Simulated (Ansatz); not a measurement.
Litharge PbO was calculated with LDA (plane waves, PAW; Ansatz, a quantum-chemistry and plane-wave program).

Numerical settings: plane-wave cutoff 520 eV, 10×10×8 k mesh (along the axes of the cell as run), scalar-relativistic PAW data made under PBE.

Cell (measured lattice):

Space group P4/nmm, origin choice 1 (No. 129); a = b = 3.975 Å, c = 5.023 Å, α = β = γ = 90.00°

```json
[
 {"atom": "Pb", "site": "2c", "symmetry": "4mm", "x": "0.0000", "y": "0.5000", "z": "0.2330"},
 {"atom": "O", "site": "2a", "symmetry": "-4m2", "x": "0.0000", "y": "0.0000", "z": "0.0000"}
]
```

Question: What does this level give for the elastic constant C12, elastic constant C44, Voigt–Reuss–Hill bulk modulus, elastic constant C11, elastic constant C13, elastic constant C33 and elastic constant C66?

Answer: 
elastic constant C12: 64.4 GPa
elastic constant C44: 14.4 GPa
Voigt–Reuss–Hill bulk modulus: 26.5 GPa
elastic constant C11: 70.0 GPa
elastic constant C13: 11.9 GPa
elastic constant C33: 16.4 GPa
elastic constant C66: 59.7 GPa

Note: the cell isn't this level's own, so it is under some stress, which shifts stiffness and frequencies.

Elastic constants are with the ions relaxed.

Spin–orbit coupling is not included; it can shift volumes and moduli of such heavy elements.
